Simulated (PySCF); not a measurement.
First SCF of a structure search on singlet AlOCl, at a hand-made linear geometry. PySCF input:

```python
from pyscf import gto, scf, dft
mol = gto.M(atom='''
Al     0.000000     0.000000     0.000000
O      0.000000     0.000000    -1.700000
Cl     0.000000     0.000000     2.250000''',
    basis={'Al': 'def2-TZVP', 'O': 'def2-TZVP', 'Cl': 'def2-TZVP'},
    charge=0, spin=0)
mf = dft.RKS(mol, xc='PBE')
mf.grids.atom_grid = (50, 194)
aux = {'Al': 'def2-universal-JKFIT', 'O': 'def2-universal-JKFIT', 'Cl': 'def2-universal-JKFIT'}
mf = mf.density_fit(auxbasis=aux)
mf.conv_tol = 1e-08
mf.diis_space = 10
mf.max_cycle = 60
mf.init_guess = 'minao'
mf.verbose = 4
mf.kernel()
```

Excerpt of the output (cycles and frontier levels):

```
init E= -777.532014043551
  HOMO = -0.347960479691643  LUMO = -0.161754139511309  gap/eV = 5.06693
cycle= 1 E= -777.160953096255  delta_E= 0.371  |g|= 1.28  |ddm|= 1.92
  HOMO = -0.144049473573866  LUMO = 0.0207557395194797  gap/eV = 4.48458
cycle= 2 E= -769.896574725435  delta_E= 7.26  |g|=  3.4  |ddm|= 3.78
  HOMO = -0.208704985203295  LUMO = -0.130300217350467  gap/eV = 2.13350
cycle= 3 E= -777.276634606625  delta_E= -7.38  |g|= 0.913  |ddm|=  3.6
  HOMO = -0.246739074380986  LUMO = -0.141417639262997  gap/eV = 2.86594
cycle= 4 E= -777.459043695372  delta_E= -0.182  |g|= 0.579  |ddm|= 1.07
  HOMO = -0.240343683323477  LUMO = -0.162094300835847  gap/eV = 2.12927
cycle= 5 E= -777.548260493292  delta_E= -0.0892  |g|= 0.137  |ddm|= 0.594
  HOMO = -0.233630998506158  LUMO = -0.151107181268941  gap/eV = 2.24559
cycle= 6 E= -777.551789155818  delta_E= -0.00353  |g|= 0.0831  |ddm|= 0.142
  HOMO = -0.241247488942412  LUMO = -0.155565937818089  gap/eV = 2.33151
cycle= 7 E= -777.553495172209  delta_E= -0.00171  |g|= 0.0193  |ddm|= 0.0584
  HOMO = -0.240409849760106  LUMO = -0.154933980670663  gap/eV = 2.32592
cycle= 8 E= -777.553502581815  delta_E= -7.41e-06  |g|= 0.0194  |ddm|= 0.0134
  HOMO = -0.240567686668105  LUMO = -0.154950187032085  gap/eV = 2.32977
cycle= 9 E= -777.553536366591  delta_E= -3.38e-05  |g|= 0.0149  |ddm|= 0.00315
  HOMO = -0.241252844915309  LUMO = -0.155139042313628  gap/eV = 2.34328
cycle= 10 E= -777.553579970116  delta_E= -4.36e-05  |g|= 0.00577  |ddm|= 0.00586
  HOMO = -0.241600170139506  LUMO = -0.155127500097635  gap/eV = 2.35304
cycle= 11 E= -777.553587866193  delta_E= -7.9e-06  |g|= 0.000361  |ddm|= 0.00425
  HOMO = -0.241599387206559  LUMO = -0.155141196903521  gap/eV = 2.35265
cycle= 12 E= -777.553587898199  delta_E= -3.2e-08  |g|= 4.56e-05  |ddm|= 0.000376
  HOMO = -0.241595056694695  LUMO = -0.155138441176511  gap/eV = 2.35260
cycle= 13 E= -777.553587898468  delta_E= -2.69e-10  |g|= 8.09e-06  |ddm|= 3.17e-05
  HOMO = -0.241594452750838  LUMO = -0.155138121802942  gap/eV = 2.35260
Extra cycle  E= -777.553587898404  delta_E= 6.36e-11  |g|= 1.76e-05  |ddm|= 2.38e-05
converged SCF energy = -777.553587898404
```

No lower solution of this spin was found by a stability analysis within the restricted form, which does not test spin polarisation.

The search for the lowest solution, with the stability check, took 4.2 s on 2 threads of a shared Arm Neoverse V2 host, with 105 basis functions; the process peaked at 0.28 GiB.
